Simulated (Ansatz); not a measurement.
Born–Oppenheimer molecular dynamics of CH10Si2 (13 atoms, charge 0, multiplicity 1). It starts at the highest image of a converged band. Of that band: Neighbouring images differ by up to 2.5 eV, so the band resolves the path poorly. A vibrational analysis at the climbing image gives one clearly imaginary mode, 1493i cm⁻¹: a first-order saddle point.

Theory: Ansatz, RKS PBE/6-31G*.

```json
{
 "ensemble": "NVE (velocity Verlet)",
 "time step": "0.5 fs",
 "steps asked": "200",
 "starting velocities drawn for": "300 K",
 "seed": "3112"
}
```

First frame:

```xyz
13
Properties=species:S:1:pos:R:3
Si -0.205 -0.008 0.147
C 0.298 0.039 2.303
H -0.342 0.022 3.208
H 0.887 -0.891 2.269
H 0.944 0.930 2.332
H 1.315 0.037 0.003
H -0.615 1.060 -0.839
H -0.600 -1.409 -0.183
Si -2.776 0.466 0.859
H -3.363 -0.033 -0.439
H -3.612 -0.141 1.964
H -3.045 1.951 0.895
H -0.911 0.198 1.635
```

**Question.** How far do the bonds stretch over the last three quarters of this one trajectory? (Pairs bonded in most of those frames.)

**Answer.** 
| bond | mean (Å) | spread (Å) | shortest | longest |
| --- | --- | --- | --- | --- |
| Si1–H6 | 1.515 | 0.049 | 1.43 | 1.59 |
| Si1–H7 | 1.515 | 0.037 | 1.45 | 1.57 |
| Si1–H8 | 1.510 | 0.018 | 1.48 | 1.56 |
| Si1–Si9 | 2.405 | 0.178 | 2.15 | 2.69 |
| C2–H3 | 1.104 | 0.009 | 1.08 | 1.13 |
| C2–H4 | 1.102 | 0.005 | 1.09 | 1.12 |
| C2–H5 | 1.105 | 0.032 | 1.05 | 1.16 |
| C2–H13 | 1.104 | 0.037 | 1.03 | 1.16 |
| Si9–H10 | 1.515 | 0.051 | 1.43 | 1.59 |
| Si9–H11 | 1.512 | 0.020 | 1.48 | 1.55 |
| Si9–H12 | 1.507 | 0.018 | 1.48 | 1.55 |

Mean temperature of the second half: 2176 K. The conserved energy stayed within 0.13 meV per atom of its start (net change 0.074 meV per atom), so the integration is sound. The kinetic energy rose, since the run started high on the potential surface and went downhill. It ends in pieces (CH4 + H6Si2), so much of that is their flight and rotation, not heat. A run of 0.1 ps of so small a system gives no equilibrium averages. The orbitals stay closed-shell, which can raise the energy where a bond breaks towards radicals; this wasn't checked here.

Time of the run: 4.1 min on 1 thread of Intel(R) Xeon(R) 6975P-C (Granite Rapids) (shared host), peak memory 0.13 GiB.
